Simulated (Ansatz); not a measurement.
# H4Si: the cost of one run

Program: Ansatz 0.2.0, Gaussian basis. Level of theory: PBE0-D4, def2-SVP first, then def2-TZVP. These are calculated values, not measurements.

### Step 1. The starting structure

The guess: 5 atoms, charge 0, spin multiplicity 1.

Atoms are counted from 1 here; the program's logs count them from 0.

Bond lengths: Si1–H2 1.561 Å, Si1–H4 1.446 Å, Si1–H5 1.446 Å. Angles: H2–Si1–H4 107.0°, H2–Si1–H5 107.1°, H4–Si1–H5 109.7°.

As a file:

```xyz
5

Si    0.22650    0.61150   -0.02240
H    -0.06020   -0.44430   -1.13600
H    -0.34420   -1.03140   -0.39870
H    -1.01820    0.83660    0.67910
H     1.19610    0.02760    0.87800
```

Distances that are to change: Si1–H2 1.56 Å, Si1–H3 1.78 Å, H2–H3 0.98 Å.

### Step 2. Relaxing the guess with the reacting distances held

The input, hold/in.yaml:

```yaml
crystal:
  periodic: [false, false, false]
  atoms:
    - {symbol: Si, position_ang: [0.226500, 0.611500, -0.022400]}
    - {symbol: H, position_ang: [-0.060200, -0.444300, -1.136000]}
    - {symbol: H, position_ang: [-0.344200, -1.031400, -0.398700]}
    - {symbol: H, position_ang: [-1.018200, 0.836600, 0.679100]}
    - {symbol: H, position_ang: [1.196100, 0.027600, 0.878000]}
basis:
  gaussian: {orbitals: def2-SVP}
hamiltonian: {xc: pbe0, dispersion: d4}
relax: {f_tol: 0.08, max_steps: 120, escape_saddle: false, constraints: [{distance: [0, 1]}, {distance: [0, 2]}, {distance: [1, 2]}]}
```

Started as:

```console
$ ansatz run in.yaml --threads 2 --pin off --events-out ev --progress --plain --max-ram 4352MiB
```

**Question.** How long does this run take on 2 threads of Arm Neoverse V1, shared host?

About 2.4 s.
